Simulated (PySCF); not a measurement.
# C3H6 (propene), run twice

Aim: a single-point energy of C3H6 (propene) at HF/ANO-pVDZ (density fitting with def2-universal-jkfit, C-PCM dimethylsulfoxide).

The results are computed with PySCF 2.14.0.

1 further run of the same task is left out (set aside as unsound or not needed).

**1. The system as given**

C3H6 has 9 atoms, charge 0, and is taken as a singlet. As SMILES, `C=CC`. The shape is that of a PBE0-D4/def2-TZVP optimisation.

Bond lengths: C1–C2 1.325 Å, C2–C3 1.490 Å, C1–H4 1.086 Å, C1–H5 1.084 Å, C2–H6 1.088 Å, C3–H7 1.095 Å, C3–H8 1.095 Å, C3–H9 1.092 Å. Some angles: C1–C2–C3 125.1°, C1–C2–H6 118.7°, C3–C2–H6 116.2°, C2–C1–H4 121.4°, C2–C1–H5 121.6°, C2–C3–H7 111.0°, C2–C3–H8 111.0°, C2–C3–H9 111.5°, H4–C1–H5 117.0°, H7–C3–H8 106.6°.

**2. First attempt**

Input file input.py:

```python
# C=CC
from pyscf import gto, solvent

mol = gto.M(
    atom='''
C       -1.129400       0.554100      -0.580200
C        0.157600       0.266300      -0.447400
C        0.744900      -0.543600       0.656400
H       -1.864800       0.202700       0.137400
H       -1.495500       1.149800      -1.408200
H        0.857000       0.641500      -1.192300
H        1.261600      -1.425300       0.264300
H        1.490400       0.033400       1.212800
H       -0.021900      -0.879100       1.357300
''',
    verbose=3,
    max_memory=1860,
    basis='ano-pvdz',
    spin=0,
)

mf = mol.RHF()
mf = mf.density_fit(auxbasis='def2-universal-jkfit')
mf = mf.PCM()
mf.with_solvent.method = 'C-PCM'
mf.with_solvent.eps = 46.826  # dimethylsulfoxide
mf.max_cycle = 2
mf.kernel()

energy = mf.e_tot
print('E = %.10f Eh' % energy)
```

Started as:

```bash
$ OMP_NUM_THREADS=1 python input.py
```

Log:

```text
WARN: PCM is an experimental feature. It is still in testing.
Features and APIs may be changed in the future.

SCF not converged.
SCF energy = -117.112551580572
E = -117.1125515806 Eh
```

It took 20 s on 1 thread of Intel Xeon 6975P-C (Granite Rapids), shared host; peak memory 0.3 GiB.

**3. Reading the log**

The iterations ended before the threshold was met.

The log says `SCF not converged.`. What is wrong: the iteration cap is too low for convergence. To mend it: iteration cap at its default in place of 2.

**4. The mended input**

Input file run.py:

```python
# C=CC
from pyscf import gto, scf, solvent

mol = gto.Mole()
mol.atom = '''
C   -1.129400   0.554100  -0.580200
C    0.157600   0.266300  -0.447400
C    0.744900  -0.543600   0.656400
H   -1.864800   0.202700   0.137400
H   -1.495500   1.149800  -1.408200
H    0.857000   0.641500  -1.192300
H    1.261600  -1.425300   0.264300
H    1.490400   0.033400   1.212800
H   -0.021900  -0.879100   1.357300
'''
mol.basis = 'ano-pvdz'
mol.spin = 0
mol.verbose = 4
mol.max_memory = 1860
mol.charge = 0
mol.build()

mf = scf.RHF(mol)
mf = mf.density_fit(auxbasis='def2-universal-jkfit')
mf = mf.PCM()
mf.with_solvent.method = 'C-PCM'
mf.with_solvent.eps = 46.826
mf.kernel()

energy = mf.e_tot
print('E = %.10f Eh' % energy)
```

Started as:

```bash
$ OMP_NUM_THREADS=1 python run.py
```

Log:

```text
PySCF version 2.14.0

[... 39 lines left out ...]
WARN: PCM is an experimental feature. It is still in testing.
[... 14 lines left out ...]
Solvent Energy = -0.00278772517924422
[... 7 lines left out ...]
Solvent Energy = -0.00283401824773023
[... 7 lines left out ...]
Solvent Energy = -0.00287341920532681
[... 7 lines left out ...]
Solvent Energy = -0.00287472341043587
[... 7 lines left out ...]
Solvent Energy = -0.00287476709766548
[... 5 lines left out ...]
converged SCF energy = -117.11507867819
E = -117.1150786782 Eh
```

It took 68 s on 1 thread of Intel Xeon 6975P-C (Granite Rapids), shared host; peak memory 0.3 GiB.

**5. Summary of results**

Level: HF/ANO-pVDZ (density fitting with def2-universal-jkfit, C-PCM dimethylsulfoxide).

| quantity | value |
| --- | --- |
| total energy | -117.11508 Eh |
| dipole moment | 0.53 D |
| HOMO energy | -9.82 eV |
| LUMO energy | 4.94 eV |
| HOMO–LUMO gap | 14.76 eV |
| solvent term in the energy | -7.5 kJ/mol |
